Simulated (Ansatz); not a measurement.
# doublet SiN: levels of theory in one basis

```xyz
2

Si    0.0000    0.0000    0.0000
N     0.0000    0.0000    1.7292
```

Basis set: def2-SVP (spherical functions). Correlated methods keep 6 orbitals frozen. Correlation on ROHF uses semicanonical orbitals with singles. Charge 0, multiplicity 2.

Computed with Ansatz (development build ahead of 0.2.0); each method stands on the lowest determinant of its kind that the runs found.

| method | E − E(ROHF) (eV) | <S²> of the determinant |
| --- | --- | --- |
| ROHF | 0.00 | – |
| UHF | -0.60 | 1.36 |
| ROHF-MP2 | -5.91 | – |
| ROHF-CCSD(T) | -6.83 | – |
| UHF-CCSD(T) | -6.79 | 1.36 |
| UHF-CCSDT(Q) | -6.92 | 1.36 |

(1) What does UHF-MP2 give on the same scale?

Results:

(1) -5.16 eV.

Caution for ROHF, ROHF-MP2, ROHF-CCSD(T): the determinant may break the point group. Caution for UHF, UHF-MP2, UHF-CCSD(T), UHF-CCSDT(Q): the unrestricted determinant is spin contaminated. Caution for UHF-MP2, UHF-CCSD(T), UHF-CCSDT(Q): a plain start can end on a higher determinant. Caution for ROHF-CCSD(T), UHF-CCSD(T): another reference gives a lower total.
